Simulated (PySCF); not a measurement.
**Atomic charges against the basis set**

Species: formic acid, CH2O2.
Structure used (PBE0-D3(BJ)/def2-SVP), in Å, numbered top down from 1:
```xyz
5
CH2O2 angstrom
O     -1.3314   -0.1019    0.0054
C     -0.1680   -0.3789   -0.0045
O      0.8293    0.5035    0.0030
H      0.2436   -1.4101   -0.0213
H      0.4265    1.3874    0.0174
```

PBE0 throughout (PySCF), one geometry, spherical d and f functions. The structure is a single PBE0-D3(BJ)/def2-SVP conformer in the gas phase; no vibrational or solvent corrections.

Mulliken charges (e):

| basis | functions | O1 | C2 | O3 | H4 | H5 |
| --- | --- | --- | --- | --- | --- | --- |
| STO-3G | 17 | -0.232 | +0.166 | -0.247 | +0.077 | +0.236 |
| 6-31G | 31 | -0.386 | +0.329 | -0.524 | +0.188 | +0.394 |
| pcSseg-0 | 31 | -0.476 | +0.455 | -0.590 | +0.232 | +0.380 |
| 6-31G* | 46 | -0.405 | +0.363 | -0.558 | +0.166 | +0.434 |
| def2-SVP | 52 | -0.257 | +0.230 | -0.204 | +0.042 | +0.189 |
| cc-pVDZ | 52 | -0.249 | +0.219 | -0.172 | +0.042 | +0.161 |
| pcSseg-1 | 61 | -0.400 | +0.395 | -0.348 | +0.113 | +0.240 |
| aug-cc-pVDZ | 87 | -0.433 | +0.807 | -0.323 | -0.166 | +0.114 |
| 6-311+G(2d,p) | 93 | -0.414 | +0.318 | -0.329 | +0.131 | +0.294 |
| def2-TZVP | 105 | -0.300 | +0.216 | -0.348 | +0.102 | +0.331 |
| cc-pVTZ | 118 | -0.295 | +0.246 | -0.230 | +0.057 | +0.222 |
| IGLO-III | 125 | -0.439 | +0.411 | -0.380 | +0.094 | +0.314 |
| pcSseg-3 | 282 | -0.478 | +0.487 | -0.417 | +0.094 | +0.314 |

IAO charges (e):

| basis | functions | O1 | C2 | O3 | H4 | H5 |
| --- | --- | --- | --- | --- | --- | --- |
| STO-3G | 17 | -0.253 | +0.162 | -0.288 | +0.105 | +0.275 |
| 6-31G | 31 | -0.412 | +0.349 | -0.449 | +0.148 | +0.365 |
| pcSseg-0 | 31 | -0.411 | +0.357 | -0.436 | +0.136 | +0.355 |
| 6-31G* | 46 | -0.439 | +0.413 | -0.467 | +0.125 | +0.367 |
| def2-SVP | 52 | -0.432 | +0.408 | -0.461 | +0.119 | +0.366 |
| cc-pVDZ | 52 | -0.430 | +0.406 | -0.465 | +0.122 | +0.367 |
| pcSseg-1 | 61 | -0.442 | +0.415 | -0.471 | +0.129 | +0.370 |
| aug-cc-pVDZ | 87 | -0.449 | +0.420 | -0.482 | +0.132 | +0.379 |
| 6-311+G(2d,p) | 93 | -0.451 | +0.421 | -0.483 | +0.134 | +0.380 |
| def2-TZVP | 105 | -0.451 | +0.425 | -0.482 | +0.130 | +0.378 |
| cc-pVTZ | 118 | -0.447 | +0.422 | -0.481 | +0.129 | +0.378 |
| IGLO-III | 125 | -0.451 | +0.422 | -0.484 | +0.133 | +0.381 |
| pcSseg-3 | 282 | -0.452 | +0.426 | -0.486 | +0.132 | +0.380 |

Hirshfeld charges (e):

| basis | functions | O1 | C2 | O3 | H4 | H5 |
| --- | --- | --- | --- | --- | --- | --- |
| STO-3G | 17 | -0.194 | +0.143 | -0.122 | +0.022 | +0.151 |
| 6-31G | 31 | -0.264 | +0.179 | -0.174 | +0.069 | +0.189 |
| pcSseg-0 | 31 | -0.256 | +0.175 | -0.169 | +0.062 | +0.187 |
| 6-31G* | 46 | -0.266 | +0.177 | -0.168 | +0.065 | +0.192 |
| def2-SVP | 52 | -0.262 | +0.178 | -0.166 | +0.059 | +0.190 |
| cc-pVDZ | 52 | -0.255 | +0.170 | -0.162 | +0.059 | +0.187 |
| pcSseg-1 | 61 | -0.266 | +0.182 | -0.172 | +0.067 | +0.189 |
| aug-cc-pVDZ | 87 | -0.263 | +0.176 | -0.171 | +0.069 | +0.188 |
| 6-311+G(2d,p) | 93 | -0.266 | +0.177 | -0.172 | +0.070 | +0.191 |
| def2-TZVP | 105 | -0.264 | +0.177 | -0.172 | +0.068 | +0.191 |
| cc-pVTZ | 118 | -0.262 | +0.176 | -0.170 | +0.066 | +0.190 |
| IGLO-III | 125 | -0.263 | +0.176 | -0.172 | +0.069 | +0.189 |
| pcSseg-3 | 282 | -0.263 | +0.177 | -0.172 | +0.069 | +0.189 |

ESP-fitted charges (e):

```csv
basis,functions,O1,C2,O3,H4,H5
STO-3G,17,-0.372,+0.498,-0.467,-0.022,+0.364
6-31G,31,-0.557,+0.728,-0.702,+0.022,+0.510
pcSseg-0,31,-0.570,+0.754,-0.706,+0.021,+0.501
6-31G*,46,-0.471,+0.513,-0.547,+0.064,+0.441
def2-SVP,52,-0.491,+0.563,-0.551,+0.045,+0.434
cc-pVDZ,52,-0.462,+0.500,-0.516,+0.060,+0.419
pcSseg-1,61,-0.515,+0.588,-0.577,+0.059,+0.446
aug-cc-pVDZ,87,-0.500,+0.543,-0.545,+0.071,+0.431
"6-311+G(2d,p)",93,-0.492,+0.517,-0.552,+0.083,+0.444
def2-TZVP,105,-0.491,+0.524,-0.547,+0.074,+0.440
cc-pVTZ,118,-0.480,+0.506,-0.529,+0.075,+0.428
IGLO-III,125,-0.490,+0.514,-0.536,+0.081,+0.432
pcSseg-3,282,-0.496,+0.531,-0.541,+0.075,+0.431
```

**Question.** Which scheme is steadiest as the basis changes?

**Answer.** Largest range over the bases for any column: Hirshfeld 0.07 e, ESP-fitted 0.26 e, IAO 0.26 e, Mulliken 0.64 e. Hirshfeld charges move least and Mulliken charges most, counted in e. Without the minimal STO-3G basis the ranges are Hirshfeld 0.01, ESP-fitted 0.25, IAO 0.08, Mulliken 0.59 e.

**Question.** How much do the charges still move between the two largest bases, IGLO-III and pcSseg-3?

**Answer.** At most, over all atoms: Mulliken 0.076 e, IAO 0.004 e, Hirshfeld 0.001 e, ESP-fitted 0.017 e.

**Question.** What do the same runs give for the total energy, the frontier levels and the dipole moment?

**Answer.** 
| basis | energy (Eh) | HOMO (eV) | LUMO (eV) | μ (D) |
| --- | --- | --- | --- | --- |
| STO-3G | -186.9745 | -4.78 | 3.57 | 1.11 |
| 6-31G | -189.4756 | -8.45 | -0.07 | 1.35 |
| pcSseg-0 | -189.0861 | -8.57 | -0.03 | 1.34 |
| 6-31G* | -189.5488 | -8.21 | 0.39 | 1.48 |
| def2-SVP | -189.4158 | -8.33 | 0.22 | 1.50 |
| cc-pVDZ | -189.5710 | -8.15 | 0.37 | 1.49 |
| pcSseg-1 | -189.5435 | -8.50 | 0.02 | 1.54 |
| aug-cc-pVDZ | -189.5901 | -8.58 | -0.28 | 1.58 |
| 6-311+G(2d,p) | -189.6228 | -8.62 | -0.26 | 1.57 |
| def2-TZVP | -189.6401 | -8.54 | -0.09 | 1.57 |
| cc-pVTZ | -189.6319 | -8.46 | 0.02 | 1.56 |
| IGLO-III | -189.6438 | -8.59 | -0.21 | 1.59 |
| pcSseg-3 | -189.6537 | -8.60 | -0.27 | 1.59 |

The dipole is fixed by the density alone, so its range of 0.48 D shows that the density itself changes with the basis, not only its division among atoms.
